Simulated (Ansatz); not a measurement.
# CH3FOS2: rigid torsion scan

Aim: a rigid torsion scan, for CH3FOS2, run from a script.

Program: Ansatz 0.2.0, driven from Python. Level of theory: r2SCAN+D4/def2-SVP. These are calculated values, not measurements.

## 1. The structure

Bond lengths: O1–C2 1.373 Å, C2–F3 1.326 Å, C2–S4 1.808 Å, C2–S5 1.788 Å, O1–H6 0.929 Å, S4–H7 1.368 Å, S5–H8 1.325 Å. Angles: O1–C2–F3 103.0°, O1–C2–S4 111.3°, O1–C2–S5 112.7°, F3–C2–S4 107.8°, F3–C2–S5 108.3°, S4–C2–S5 113.1°, C2–O1–H6 107.7°, C2–S4–H7 92.0°, C2–S5–H8 93.3°.

No structure file is read: the coordinates are typed or built in the script.

## 2. The code

The input, ch3fos2_torsion.py:

```python
"""Rigid torsion scan of CH3FOS2."""

import ansatz
from ase import Atoms

BASIS_SET = "def2-SVP"
XC = "r2SCAN"
DISPERSION = "d4"
FMAX = 0.02

atoms = Atoms(["O", "C", "F", "S", "S", "H", "H", "H"], positions=[
    [0.202, 1.2325, 0.7337],
    [0.1936, 0.0046, 0.1192],
    [1.2134, -0.6209, 0.6902],
    [0.554, 0.1519, -1.6464],
    [-1.2962, -0.9248, 0.4559],
    [0.5773, 1.1243, 1.577],
    [-0.5088, 0.9912, -1.8411],
    [-0.8431, -2.0159, -0.1444],
])

# relax first, so that the scan starts from a minimum
first = (
    ansatz.Crystal.molecule_from_ase(atoms).calculation()
    .basis(gaussian=BASIS_SET)
    .functional(XC, dispersion=DISPERSION)
    .relax(force_tolerance=FMAX, max_steps=80)
)
atoms.positions = first.run().report["positions_ang"]

start = atoms.get_dihedral(0, 1, 3, 6)
energies = {}
for turn in range(0, 360, 30):
    turned = atoms.copy()
    turned.set_dihedral(0, 1, 3, 6, start + turn, indices=[3, 6])
    setup = (
        ansatz.Crystal.molecule_from_ase(turned).calculation()
        .basis(gaussian=BASIS_SET)
        .functional(XC, dispersion=DISPERSION)
    )
    energies[round((start + turn) % 360)] = setup.run().report["free_energy_ev"]
floor = min(energies.values())
print("dihedral O0-C1-S3-H6 (deg)   E - E(min) (kcal/mol)")
for angle, e in sorted(energies.items()):
    print(f"{angle:8d} {23.060548 * (e - floor):14.3f}  " + "#" * int(30 * (e - floor) / max(max(energies.values()) - floor, 1e-9)))
```

## 3. What the engine is handed

The engine receives this input (first run):

```yaml
crystal:
  periodic: [false, false, false]
  atoms:
    - { symbol: O, position_ang: [0.202, 1.2325, 0.7337] }
    - { symbol: C, position_ang: [0.1936, 0.0046, 0.1192] }
    - { symbol: F, position_ang: [1.2134, -0.6209, 0.6902] }
    - { symbol: S, position_ang: [0.554, 0.1519, -1.6464] }
    - { symbol: S, position_ang: [-1.2962, -0.9248, 0.4559] }
    - { symbol: H, position_ang: [0.5773, 1.1243, 1.577] }
    - { symbol: H, position_ang: [-0.5088, 0.9912, -1.8411] }
    - { symbol: H, position_ang: [-0.8431, -2.0159, -0.1444] }
basis:
  gaussian:
    orbitals: def2-SVP
hamiltonian:
  xc: r2scan
  dispersion: d4
relax:
  f_tol: 0.02
  max_steps: 80
```

## 4. Running it

Command:

```console
> python ch3fos2_torsion.py
```

**Question.** What results will this script give? Wanted: range of energy; lowest point, turn.

**Answer**, as computed:

| quantity | value |
| --- | --- |
| runs compared | 12 |
| range of energy | 0.128 eV |
| lowest point, turn (°) | 0 |

What this shows: The lowest point lies at a turn of 0°, the highest 0.128 eV (12.4 kJ/mol) above it at 270°. The grid can miss the true lowest and highest points, and the rest of the molecule is held rigid. Run 0: After 8 moves the largest shift is 0.422 Å, of atom 6 (H). The scan is rigid and the energies are electronic, in a modest basis. With rigid groups the curve can differ much from the relaxed path, the start wasn't checked as a minimum of this torsion, and equivalent turns needn't return to the same energy.
